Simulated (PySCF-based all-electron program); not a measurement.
**Forces on P2H4, singlet by several functionals**

Calculated with an in-house all-electron program built on PySCF, in large uncontracted Gaussian sets near the basis limit; Koelling–Harmon scalar relativity, no spin–orbit coupling, spin-restricted. Forces are good to about 0.011 eV/Å. Atoms are numbered as listed.

```
atom    x (Å)    y (Å)    z (Å)
   P   0.0000   0.0000   0.0000
   P   0.0000   0.0000   1.4000
   H   0.9648   1.0346  -0.1238
   H   0.9648  -1.0346  -0.1238
   H  -0.9648  -1.0346   1.5238
   H  -0.9648   1.0346   1.5238
```

PBE forces:

| atom | Fx | Fy | Fz (eV/Å) |
| --- | --- | --- | --- |
| P1 | 0.588 | 0.000 | -69.430 |
| P2 | -0.588 | 0.000 | 69.430 |
| H3 | 0.630 | 0.325 | -0.751 |
| H4 | 0.630 | -0.325 | -0.751 |
| H5 | -0.630 | -0.325 | 0.751 |
| H6 | -0.630 | 0.325 | 0.751 |

Task: What forces does PBE0 give?

Result: The forces move by 0.516 eV/Å (r.m.s. over the atoms) from PBE.

```csv
atom,Fx,Fy,Fz (eV/Å)
P1,0.909,0.000,-70.179
P2,-0.909,0.000,70.179
H3,0.440,0.155,-0.706
H4,0.440,-0.155,-0.706
H5,-0.440,-0.155,0.706
H6,-0.440,0.155,0.706
```
